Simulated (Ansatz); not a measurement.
One change: `N#CC(F)CO` becomes `N#CCF`.

Ansatz, PBE0-D4/def2-TZVP geometries, multiplicity 1. Each molecule was computed in one conformer, which needn't be the lowest.

| property | `N#CC(F)CO` |
| --- | --- |
| HOMO energy (B3LYP/def2-TZVPP) / eV | -8.63 |
| HOMO–LUMO gap (PBE/def2-TZVPP) / eV | 5.59 |
| HOMO energy (PBE/def2-TZVPP) / eV | -7.19 |
| HOMO energy (ωB97M-V/def2-TZVPP) / eV | -11.29 |
| size of the dipole moment (ωB97M-V/def2-TZVPP) / D | 2.38 |
| LUMO energy (B3LYP/def2-TZVPP) / eV | -0.78 |

Problem. Give the same properties after the change, and the shifts. (Estimate.)

Solution. The calculation gave: 
| property | `N#CCF` | shift |
| --- | --- | --- |
| HOMO energy (B3LYP/def2-TZVPP) / eV | -9.67 | -1.04 |
| HOMO–LUMO gap (PBE/def2-TZVPP) / eV | 6.77 | 1.18 |
| HOMO energy (PBE/def2-TZVPP) / eV | -8.44 | -1.25 |
| HOMO energy (ωB97M-V/def2-TZVPP) / eV | -12.24 | -0.95 |
| size of the dipole moment (ωB97M-V/def2-TZVPP) / D | 3.25 | 0.87 |
| LUMO energy (B3LYP/def2-TZVPP) / eV | -0.84 | -0.06 |

With PBE0 the HOMO falls by 1.04 eV and the LUMO falls by 0.06 eV, so the gap widens by about 0.98 eV. PBE moves the HOMO by -1.25 eV and ωB97M-V by -0.95 eV. Dipoles are sizes alone; their direction can turn.

B3LYP here is the variant with VWN-RPA as its local correlation; programs differ in this.
